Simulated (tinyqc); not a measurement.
Worked calculation (part 2 of 2): UKS/B3LYP (VWN-RPA form) in the sto-3g basis, for CH, spin multiplicity 4. Computed by tinyqc, a small Python program that keeps every step (integrals from PySCF). Command: `OMP_NUM_THREADS=1 python tinyqc.py 21903 21904 out.jsonl` (the two numbers bound the seeds that draw the settings). One thread of a shared host (Intel(R) Xeon(R) Processor @ 2.60GHz), about 3 s of CPU time with the checks.

Geometry (angstrom):

| atom | x | y | z |
|---|---|---|---|
| C | 0.000000 | 0.000000 | 0.000000 |
| H | 0.000000 | 0.000000 | 1.150000 |

## Iteration 2: building the Kohn-Sham matrix

D(alpha) after iteration 1:
```
            1C 1s      1C 2s    1C 2px    1C 2py     1C 2pz      2H 1s
1C 1s    1.068308  -0.279231  0.000000  0.000000  -0.015161   0.023096
1C 2s   -0.279231   1.134404  0.000000  0.000000   0.077129  -0.079401
1C 2px   0.000000   0.000000  1.000000  0.000000   0.000000   0.000000
1C 2py   0.000000   0.000000  0.000000  1.000000   0.000000   0.000000
1C 2pz  -0.015161   0.077129  0.000000  0.000000   1.083938  -0.103631
2H 1s    0.023096  -0.079401  0.000000  0.000000  -0.103631   0.014518
```

D(beta) after iteration 1:
```
            1C 1s      1C 2s    1C 2px    1C 2py     1C 2pz      2H 1s
1C 1s    1.066489  -0.269282  0.000000  0.000000   0.017326   0.010210
1C 2s   -0.269282   1.085982  0.000000  0.000000  -0.077561  -0.030876
1C 2px   0.000000   0.000000  0.000000  0.000000   0.000000   0.000000
1C 2py   0.000000   0.000000  0.000000  0.000000   0.000000   0.000000
1C 2pz   0.017326  -0.077561  0.000000  0.000000   0.005543   0.002200
2H 1s    0.010210  -0.030876  0.000000  0.000000   0.002200   0.000884
```

core Hamiltonian H = T + V (hartree):
```
             1C 1s      1C 2s     1C 2px     1C 2py     1C 2pz      2H 1s
1C 1s   -18.221773  -4.392404   0.000000   0.000000  -0.015215  -0.968080
1C 2s    -4.392404  -5.167817   0.000000   0.000000  -0.159767  -2.095173
1C 2px    0.000000   0.000000  -4.082426   0.000000   0.000000   0.000000
1C 2py    0.000000   0.000000   0.000000  -4.082426   0.000000   0.000000
1C 2pz   -0.015215  -0.159767   0.000000   0.000000  -4.196985  -1.778403
2H 1s    -0.968080  -2.095173   0.000000   0.000000  -1.778403  -3.180541
```

Two-electron integrals (ij|kl) in chemists' order, unique and non-zero (hartree):
```
(11|11) 3.541948   (21|11) 0.576921   (21|21) 0.111888   (22|11) 0.854682
(22|21) 0.205284   (22|22) 0.624709   (31|31) 0.020296   (32|31) 0.030858
(32|32) 0.137996   (33|11) 0.852436   (33|21) 0.205335   (33|22) 0.624568
(33|33) 0.672833   (41|41) 0.020296   (42|41) 0.030858   (42|42) 0.137996
(43|43) 0.036269   (44|11) 0.852436   (44|21) 0.205335   (44|22) 0.624568
(44|33) 0.600295   (44|44) 0.672833   (51|51) 0.020296   (52|51) 0.030858
(52|52) 0.137996   (53|53) 0.036269   (54|54) 0.036269   (55|11) 0.852436
(55|21) 0.205335   (55|22) 0.624568   (55|33) 0.600295   (55|44) 0.600295
(55|55) 0.672833   (61|11) 0.126568   (61|21) 0.024399   (61|22) 0.044684
(61|33) 0.044530   (61|44) 0.044530   (61|51) 0.001493   (61|52) 0.002779
(61|55) 0.045006   (61|61) 0.005441   (62|11) 0.302647   (62|21) 0.073658
(62|22) 0.246519   (62|33) 0.240617   (62|44) 0.240617   (62|51) 0.007016
(62|52) 0.048273   (62|55) 0.258094   (62|61) 0.016757   (62|62) 0.127355
(63|31) 0.007503   (63|32) 0.039527   (63|53) 0.009451   (63|63) 0.015687
(64|41) 0.007503   (64|42) 0.039527   (64|54) 0.009451   (64|64) 0.015687
(65|11) 0.257463   (65|21) 0.063474   (65|22) 0.225253   (65|33) 0.213892
(65|44) 0.213892   (65|51) 0.012775   (65|52) 0.080486   (65|55) 0.247736
(65|61) 0.015121   (65|62) 0.138239   (65|65) 0.163021   (66|11) 0.451778
(66|21) 0.111836   (66|22) 0.425320   (66|33) 0.402716   (66|44) 0.402716
(66|51) 0.013455   (66|52) 0.124074   (66|55) 0.470016   (66|61) 0.025820
(66|62) 0.277197   (66|65) 0.332415   (66|66) 0.774606
```

nuclear repulsion = 2.76092458 hartree

V_xc(alpha) (hartree):
```
            1C 1s      1C 2s     1C 2px     1C 2py     1C 2pz      2H 1s
1C 1s   -1.851257  -0.279681   0.000000   0.000000  -0.000078  -0.061755
1C 2s   -0.279681  -0.511791   0.000000   0.000000   0.001570  -0.179201
1C 2px   0.000000   0.000000  -0.511923   0.000000   0.000000   0.000000
1C 2py   0.000000   0.000000   0.000000  -0.511923   0.000000   0.000000
1C 2pz  -0.000078   0.001570   0.000000   0.000000  -0.510122  -0.150852
2H 1s   -0.061755  -0.179201   0.000000   0.000000  -0.150852  -0.226730
```

V_xc(beta) (hartree):
```
            1C 1s      1C 2s     1C 2px     1C 2py     1C 2pz      2H 1s
1C 1s   -1.829551  -0.262921   0.000000   0.000000   0.000903  -0.057930
1C 2s   -0.262921  -0.409641   0.000000   0.000000   0.010854  -0.143120
1C 2px   0.000000   0.000000  -0.409553   0.000000   0.000000   0.000000
1C 2py   0.000000   0.000000   0.000000  -0.409553   0.000000   0.000000
1C 2pz   0.000903   0.010854   0.000000   0.000000  -0.407070  -0.119467
2H 1s   -0.057930  -0.143120   0.000000   0.000000  -0.119467  -0.199981
```

E_xc = sum of w rho eps_xc = -4.82143175 hartree

J_ij = sum D_kl (ij|kl) with D = D(alpha) + D(beta), K_ij = sum D_kl (ik|jl) for each spin; F = H + J - 0.2 K(s) + V_xc; E = tr D H + tr D J / 2 - 0.1 sum_s tr D(s) K(s) + E_xc + E_nn.

Coulomb J (hartree):
```
            1C 1s      1C 2s    1C 2px    1C 2py     1C 2pz     2H 1s
1C 1s   11.356163   2.173280  0.000000  0.000000  -0.003771  0.474740
1C 2s    2.173280   4.825519  0.000000  0.000000  -0.024864  1.824318
1C 2px   0.000000   0.000000  4.821152  0.000000   0.000000  0.000000
1C 2py   0.000000   0.000000  0.000000  4.821152   0.000000  0.000000
1C 2pz  -0.003771  -0.024864  0.000000  0.000000   4.817991  1.620388
2H 1s    0.474740   1.824318  0.000000  0.000000   1.620388  2.988678
```

exchange K(alpha) (hartree):
```
            1C 1s     1C 2s    1C 2px    1C 2py     1C 2pz     2H 1s
1C 1s    3.652964  0.671857  0.000000  0.000000  -0.000062  0.155576
1C 2s    0.671857  1.095230  0.000000  0.000000   0.002065  0.394989
1C 2px   0.000000  0.000000  0.901746  0.000000   0.000000  0.000000
1C 2py   0.000000  0.000000  0.000000  0.901746   0.000000  0.000000
1C 2pz  -0.000062  0.002065  0.000000  0.000000   0.901669  0.285349
2H 1s    0.155576  0.394989  0.000000  0.000000   0.285349  0.269394
```

exchange K(beta) (hartree):
```
            1C 1s      1C 2s    1C 2px    1C 2py     1C 2pz     2H 1s
1C 1s    3.589451   0.577828  0.000000  0.000000  -0.002459  0.126781
1C 2s    0.577828   0.674562  0.000000  0.000000  -0.061912  0.227319
1C 2px   0.000000   0.000000  0.152857  0.000000   0.000000  0.000000
1C 2py   0.000000   0.000000  0.000000  0.152857   0.000000  0.000000
1C 2pz  -0.002459  -0.061912  0.000000  0.000000   0.155143  0.021372
2H 1s    0.126781   0.227319  0.000000  0.000000   0.021372  0.100624
```

F(alpha) (hartree):
```
            1C 1s      1C 2s    1C 2px    1C 2py     1C 2pz      2H 1s
1C 1s   -9.447460  -2.633176  0.000000  0.000000  -0.019052  -0.586210
1C 2s   -2.633176  -1.073135  0.000000  0.000000  -0.183474  -0.529054
1C 2px   0.000000   0.000000  0.046454  0.000000   0.000000   0.000000
1C 2py   0.000000   0.000000  0.000000  0.046454   0.000000   0.000000
1C 2pz  -0.019052  -0.183474  0.000000  0.000000  -0.069451  -0.365937
2H 1s   -0.586210  -0.529054  0.000000  0.000000  -0.365937  -0.472471
```

F(beta) (hartree):
```
            1C 1s      1C 2s    1C 2px    1C 2py     1C 2pz      2H 1s
1C 1s   -9.413052  -2.597611  0.000000  0.000000  -0.017591  -0.576627
1C 2s   -2.597611  -0.886852  0.000000  0.000000  -0.161394  -0.459439
1C 2px   0.000000   0.000000  0.298602  0.000000   0.000000   0.000000
1C 2py   0.000000   0.000000  0.000000  0.298602   0.000000   0.000000
1C 2pz  -0.017591  -0.161394  0.000000  0.000000   0.182907  -0.281757
2H 1s   -0.576627  -0.459439  0.000000  0.000000  -0.281757  -0.411968
```

total energy of this density = -37.40732321 hartree

## Iteration 2: diagonalisation and new density

X:
```
                1          2         3          4          5         6
1C 1s    0.250226   0.784001  0.000000   0.000000   0.598161  0.193537
1C 2s   -0.909423  -0.526330  0.000000   0.000000   0.407799  0.417808
1C 2px   0.000000   0.000000  0.911261  -0.411829   0.000000  0.000000
1C 2py   0.000000   0.000000  0.411829   0.911261   0.000000  0.000000
1C 2pz  -0.794732   0.532299  0.000000   0.000000  -0.554943  0.338993
2H 1s    1.160926  -0.216895  0.000000   0.000000  -0.189370  0.517643
```

Diagonalise F' = X^T F X, C = X C', fill 5 alpha and 2 beta electrons from the bottom; D(s) = C_occ C_occ^T. Each column has its largest component positive (the first on a tie).

F' = X^T F X (alpha) (hartree):
```
           1          2         3         4          5          6
1   0.232864  -0.545104  0.000000  0.000000  -0.340749  -0.216690
2  -0.545104  -3.723042  0.000000  0.000000  -4.153093  -1.861524
3   0.000000   0.000000  0.046454  0.000000   0.000000   0.000000
4   0.000000   0.000000  0.000000  0.046454   0.000000   0.000000
5  -0.340749  -4.153093  0.000000  0.000000  -4.648390  -2.168932
6  -0.216690  -1.861524  0.000000  0.000000  -2.168932  -1.630824
```

orbital energies (alpha) (hartree): MO1 -9.457911, MO2 -0.587750, MO3 -0.088286, MO4 0.046454, MO5 0.046454, MO6 0.364555

coefficients C (alpha):
```
              MO1        MO2        MO3       MO4        MO5        MO6
1C 1s    0.990389  -0.176703  -0.230180  0.000000   0.000000  -0.086300
1C 2s    0.038907   0.505436   0.948135  0.000000   0.000000   0.537586
1C 2px   0.000000   0.000000   0.000000  0.953026  -0.302887   0.000000
1C 2py   0.000000   0.000000   0.000000  0.302887   0.953026   0.000000
1C 2pz   0.007467   0.281923  -0.372940  0.000000   0.000000   1.057922
2H 1s   -0.011447   0.546624  -0.540771  0.000000   0.000000  -1.052258
```

F' = X^T F X (beta) (hartree):
```
           1          2         3         4          5          6
1   0.348403  -0.557461  0.000000  0.000000  -0.309732  -0.331327
2  -0.557461  -3.623245  0.000000  0.000000  -4.237994  -1.853769
3   0.000000   0.000000  0.298602  0.000000   0.000000   0.000000
4   0.000000   0.000000  0.000000  0.298602   0.000000   0.000000
5  -0.309732  -4.237994  0.000000  0.000000  -4.514056  -2.194629
6  -0.331327  -1.853769  0.000000  0.000000  -2.194629  -1.478032
```

orbital energies (beta) (hartree): MO1 -9.421501, MO2 -0.452851, MO3 0.062691, MO4 0.298602, MO5 0.298602, MO6 0.544732

coefficients C (beta):
```
              MO1        MO2        MO3        MO4       MO5        MO6
1C 1s    0.991483  -0.149106  -0.248188   0.000000  0.000000  -0.075205
1C 2s    0.034740   0.381676   1.038081   0.000000  0.000000   0.469511
1C 2px   0.000000   0.000000   0.000000   0.989488  0.144617   0.000000
1C 2py   0.000000   0.000000   0.000000  -0.144617  0.989488   0.000000
1C 2pz   0.006642   0.180147  -0.228021   0.000000  0.000000   1.119522
2H 1s   -0.010394   0.696111  -0.615360   0.000000  0.000000  -0.913926
```

D(alpha) after iteration 2:
```
            1C 1s      1C 2s    1C 2px    1C 2py     1C 2pz      2H 1s
1C 1s    1.065077  -0.269020  0.000000  0.000000   0.043421   0.016547
1C 2s   -0.269020   1.155939  0.000000  0.000000  -0.210813  -0.236886
1C 2px   0.000000   0.000000  1.000000  0.000000   0.000000   0.000000
1C 2py   0.000000   0.000000  0.000000  1.000000   0.000000   0.000000
1C 2pz   0.043421  -0.210813  0.000000  0.000000   0.218620   0.355695
2H 1s    0.016547  -0.236886  0.000000  0.000000   0.355695   0.591362
```

D(beta) after iteration 2:
```
            1C 1s      1C 2s    1C 2px    1C 2py     1C 2pz      2H 1s
1C 1s    1.005271  -0.022466  0.000000  0.000000  -0.020276  -0.114099
1C 2s   -0.022466   0.146884  0.000000  0.000000   0.068988   0.265328
1C 2px   0.000000   0.000000  0.000000  0.000000   0.000000   0.000000
1C 2py   0.000000   0.000000  0.000000  0.000000   0.000000   0.000000
1C 2pz  -0.020276   0.068988  0.000000  0.000000   0.032497   0.125333
2H 1s   -0.114099   0.265328  0.000000  0.000000   0.125333   0.484679
```

Within a degenerate level the vectors are fixed only up to a rotation; this is one choice.

## Iteration 16 (converged): orbitals

converged F(alpha) (hartree):
```
            1C 1s      1C 2s     1C 2px     1C 2py     1C 2pz      2H 1s
1C 1s   -9.878304  -2.722742   0.000000   0.000000  -0.000173  -0.603042
1C 2s   -2.722742  -1.241957   0.000000   0.000000  -0.020092  -0.520199
1C 2px   0.000000   0.000000  -0.147015   0.000000   0.000000   0.000000
1C 2py   0.000000   0.000000   0.000000  -0.147015   0.000000   0.000000
1C 2pz  -0.000173  -0.020092   0.000000   0.000000  -0.179774  -0.305411
2H 1s   -0.603042  -0.520199   0.000000   0.000000  -0.305411  -0.353413
```

converged F(beta) (hartree):
```
            1C 1s      1C 2s    1C 2px    1C 2py     1C 2pz      2H 1s
1C 1s   -9.839247  -2.693375  0.000000  0.000000  -0.002750  -0.595825
1C 2s   -2.693375  -1.016140  0.000000  0.000000  -0.124446  -0.481827
1C 2px   0.000000   0.000000  0.133545  0.000000   0.000000   0.000000
1C 2py   0.000000   0.000000  0.000000  0.133545   0.000000   0.000000
1C 2pz  -0.002750  -0.124446  0.000000  0.000000   0.015564  -0.275693
2H 1s   -0.595825  -0.481827  0.000000  0.000000  -0.275693  -0.300896
```

As before.

F' = X^T F X (alpha) (hartree):
```
           1          2          3          4          5          6
1   0.286303  -0.608318   0.000000   0.000000  -0.395022  -0.178576
2  -0.608318  -4.068393   0.000000   0.000000  -4.194914  -1.926226
3   0.000000   0.000000  -0.147015   0.000000   0.000000   0.000000
4   0.000000   0.000000   0.000000  -0.147015   0.000000   0.000000
5  -0.395022  -4.194914   0.000000   0.000000  -4.975336  -2.306137
6  -0.178576  -1.926226   0.000000   0.000000  -2.306137  -1.601235
```

orbital energies (alpha) (hartree): MO1 -9.887090, MO2 -0.570777, MO3 -0.292639, MO4 -0.147015, MO5 -0.147015, MO6 0.391845

coefficients C (alpha):
```
              MO1        MO2        MO3       MO4        MO5        MO6
1C 1s    0.991357  -0.244321   0.125920  0.000000   0.000000   0.119105
1C 2s    0.034972   0.805925  -0.563191  0.000000   0.000000  -0.690663
1C 2px   0.000000   0.000000   0.000000  0.322207   0.946669   0.000000
1C 2py   0.000000   0.000000   0.000000  0.946669  -0.322207   0.000000
1C 2pz   0.004047   0.085401   0.653004  0.000000   0.000000  -0.950839
2H 1s   -0.009359   0.338957   0.485946  0.000000   0.000000   1.160812
```

F' = X^T F X (beta) (hartree):
```
           1          2         3         4          5          6
1   0.374812  -0.591317  0.000000  0.000000  -0.413788  -0.216078
2  -0.591317  -3.892481  0.000000  0.000000  -4.334296  -1.944820
3   0.000000   0.000000  0.133545  0.000000   0.000000   0.000000
4   0.000000   0.000000  0.000000  0.133545   0.000000   0.000000
5  -0.413788  -4.334296  0.000000  0.000000  -4.799814  -2.289265
6  -0.216078  -1.944820  0.000000  0.000000  -2.289265  -1.520508
```

orbital energies (beta) (hartree): MO1 -9.846672, MO2 -0.450604, MO3 -0.025385, MO4 0.133545, MO5 0.133545, MO6 0.484669

coefficients C (beta):
```
              MO1        MO2        MO3        MO4       MO5        MO6
1C 1s    0.992169  -0.195967  -0.194896   0.000000  0.000000   0.108341
1C 2s    0.031898   0.604871   0.814861   0.000000  0.000000  -0.643470
1C 2px   0.000000   0.000000   0.000000   0.932074  0.362269   0.000000
1C 2py   0.000000   0.000000   0.000000  -0.362269  0.932074   0.000000
1C 2pz   0.004342   0.238250  -0.528247   0.000000  0.000000  -1.000996
2H 1s   -0.008776   0.486074  -0.463367   0.000000  0.000000   1.116940
```

D(alpha) after iteration 16:
```
            1C 1s      1C 2s    1C 2px    1C 2py     1C 2pz      2H 1s
1C 1s    1.058338  -0.233152  0.000000  0.000000   0.065373  -0.030902
1C 2s   -0.233152   0.967922  0.000000  0.000000  -0.298798  -0.000834
1C 2px   0.000000   0.000000  1.000000  0.000000   0.000000   0.000000
1C 2py   0.000000   0.000000  0.000000  1.000000   0.000000   0.000000
1C 2pz   0.065373  -0.298798  0.000000  0.000000   0.433724   0.346234
2H 1s   -0.030902  -0.000834  0.000000  0.000000   0.346234   0.351123
```

D(beta) after iteration 16:
```
            1C 1s      1C 2s    1C 2px    1C 2py     1C 2pz      2H 1s
1C 1s    1.022802  -0.086886  0.000000  0.000000  -0.042381  -0.103962
1C 2s   -0.086886   0.366886  0.000000  0.000000   0.144249   0.293732
1C 2px   0.000000   0.000000  0.000000  0.000000   0.000000   0.000000
1C 2py   0.000000   0.000000  0.000000  0.000000   0.000000   0.000000
1C 2pz  -0.042381   0.144249  0.000000  0.000000   0.056782   0.115769
2H 1s   -0.103962   0.293732  0.000000  0.000000   0.115769   0.236345
```

Within a degenerate level the vectors are fixed only up to a rotation; this is one choice.

## Convergence

Stop when the energy changes by less than 1e-10 hartree and every element of the error matrix X^T (F D S - S D F) X (for each spin) is below 3e-06.

Course of the cycle:

| iteration | E (hartree) | change | largest element of the error matrix |
|---|---|---|---|
| 1 | -13.25391464 | - | 1.30e-01 |
| 2 | -37.40732321 | -2.42e+01 | 3.32e-01 |
| 3 | -37.85017623 | -4.43e-01 | 1.51e-01 |
| 4 | -37.90836339 | -5.82e-02 | 7.42e-02 |
| 5 | -37.91975290 | -1.14e-02 | 3.13e-02 |
| 6 | -37.92168241 | -1.93e-03 | 1.31e-02 |
| 7 | -37.92202864 | -3.46e-04 | 5.32e-03 |
| 8 | -37.92208906 | -6.04e-05 | 2.25e-03 |
| 9 | -37.92209973 | -1.07e-05 | 9.20e-04 |
| 10 | -37.92210161 | -1.88e-06 | 3.92e-04 |
| 11 | -37.92210194 | -3.31e-07 | 1.61e-04 |
| 12 | -37.92210200 | -5.83e-08 | 6.87e-05 |
| 13 | -37.92210201 | -1.03e-08 | 2.82e-05 |
| 14 | -37.92210201 | -1.81e-09 | 1.21e-05 |
| 15 | -37.92210201 | -3.19e-10 | 4.94e-06 |
| 16 | -37.92210201 | -5.61e-11 | 2.12e-06 |

PySCF UKS in the same basis, fine grid, after a stability check = -37.94286107 hartree

Converged in 16 iterations. The coarse grid moves the energy by +2.08e-02 hartree.

## Populations, bond orders and dipole

overlap S:
```
           1C 1s     1C 2s    1C 2px    1C 2py    1C 2pz     2H 1s
1C 1s   1.000000  0.248362  0.000000  0.000000  0.000000  0.054144
1C 2s   0.248362  1.000000  0.000000  0.000000  0.000000  0.456787
1C 2px  0.000000  0.000000  1.000000  0.000000  0.000000  0.000000
1C 2py  0.000000  0.000000  0.000000  1.000000  0.000000  0.000000
1C 2pz  0.000000  0.000000  0.000000  0.000000  1.000000  0.445960
2H 1s   0.054144  0.456787  0.000000  0.000000  0.445960  1.000000
```

Mulliken: Z minus the diagonal of D S on the atom; Loewdin: the same with S^(1/2) D S^(1/2); Mayer order: 2 sum_s sum (D(s) S)_ij (D(s) S)_ji over the two atoms.

Charges (e):

| atom | Mulliken | Loewdin | Mulliken spin |
|---|---|---|---|
| 1C | -0.080008 | -0.056283 | 2.913041 |
| 2H | 0.080008 | 0.056283 | 0.086959 |

Mayer bond orders:

| pair | order |
|---|---|
| 2-1 | 0.986037 |

dipole moment about the origin, x y z (debye): 0.000000  0.000000  0.233175

<S^2> of the determinant (pure state: 3.75) = 3.750554
